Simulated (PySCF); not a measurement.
## Other spins and charges of SiN⁺, singlet at one geometry

Geometry (PBE0/def2-TZVP stationary point for this spin):

```xyz
2

Si    0.0000    0.0000    0.0000
N     0.0000    0.0000    1.5576
```

Basis 6-31G; PySCF 2.14.0. Correlated methods freeze the noble-gas cores. Prefix R: restricted or restricted open-shell reference; prefix U: unrestricted.

Gaps are energies of the second state less the first, at fixed atoms, for a selection of the levels run; mean-field and cluster levels share one orbital occupation for each state, and full CI takes the lowest of the symmetries tried.

Unrestricted rows (U, and Kohn–Sham where it breaks symmetry) aren't spin-pure: their determinants' ⟨S²⟩ exceeds S(S+1) by up to 1.18, so they mix in states of higher spin. HF rows: UHF is the lowest solution found. The determinant for coupled cluster was chosen by a search with trial CCSD, here up to 0.20 eV above the lowest Hartree–Fock solution of its kind, and MP2 stands on that determinant too. A value is left out where its run failed or describes another state than the reference as far as symmetry and spin tell, or, spin-broken singlets apart, can't be checked.

Triplet less singlet: -0.138 eV at full CI (singlet A1, triplet B1, in C2v).

Large singles or doubles amplitudes warn of static correlation in the SiN⁺ singlet and the SiN⁺ triplet.

```json
{"level": "UHF", "gap (eV)": "-0.770", "error (meV)": "-632", "⟨S²⟩ where 0.1 over S(S+1) (first / second)": "1.18 / 2.11"}
{"level": "RMP2", "gap (eV)": "-0.764", "error (meV)": "-626", "⟨S²⟩ where 0.1 over S(S+1) (first / second)": "– / –"}
{"level": "UMP2", "gap (eV)": "-0.647", "error (meV)": "-509", "⟨S²⟩ where 0.1 over S(S+1) (first / second)": "1.18 / 2.11"}
{"level": "RCCSD", "gap (eV)": "-0.454", "error (meV)": "-316", "⟨S²⟩ where 0.1 over S(S+1) (first / second)": "– / –"}
{"level": "UCCSD", "gap (eV)": "-0.257", "error (meV)": "-119", "⟨S²⟩ where 0.1 over S(S+1) (first / second)": "1.18 / 2.11"}
{"level": "RCCSD(T)", "gap (eV)": "-0.053", "error (meV)": "85", "⟨S²⟩ where 0.1 over S(S+1) (first / second)": "– / –"}
{"level": "UCCSD(T)", "gap (eV)": "-0.059", "error (meV)": "79", "⟨S²⟩ where 0.1 over S(S+1) (first / second)": "1.18 / 2.11"}
{"level": "RCCSDT", "gap (eV)": "-0.165", "error (meV)": "-27", "⟨S²⟩ where 0.1 over S(S+1) (first / second)": "– / –"}
{"level": "PBE", "gap (eV)": "-0.227", "error (meV)": "-89", "⟨S²⟩ where 0.1 over S(S+1) (first / second)": "0.87 / –"}
{"level": "r2SCAN", "gap (eV)": "-0.293", "error (meV)": "-155", "⟨S²⟩ where 0.1 over S(S+1) (first / second)": "0.97 / –"}
{"level": "PBE0", "gap (eV)": "-0.379", "error (meV)": "-241", "⟨S²⟩ where 0.1 over S(S+1) (first / second)": "0.99 / –"}
{"level": "B3LYP", "gap (eV)": "-0.346", "error (meV)": "-208", "⟨S²⟩ where 0.1 over S(S+1) (first / second)": "0.97 / –"}
{"level": "wB97M-V", "gap (eV)": "-0.519", "error (meV)": "-381", "⟨S²⟩ where 0.1 over S(S+1) (first / second)": "0.98 / –"}
{"level": "B2PLYP", "gap (eV)": "-0.430", "error (meV)": "-292", "⟨S²⟩ where 0.1 over S(S+1) (first / second)": "1.08 / –"}
```

In so small a basis the reference is far from its limit while semilocal and hybrid functionals are nearer theirs (RPA and double hybrids share part of the reference's basis error), so the functionals' errors here hold much of the reference's basis and frozen-core error, which can add to them or hide them. The set has no polarisation functions, which weighs most on the reference.

Full CI is exact within this basis and frozen core; it isn't the basis-set limit. The frozen core follows each run's orbitals, which can shift R against U totals by a few meV.
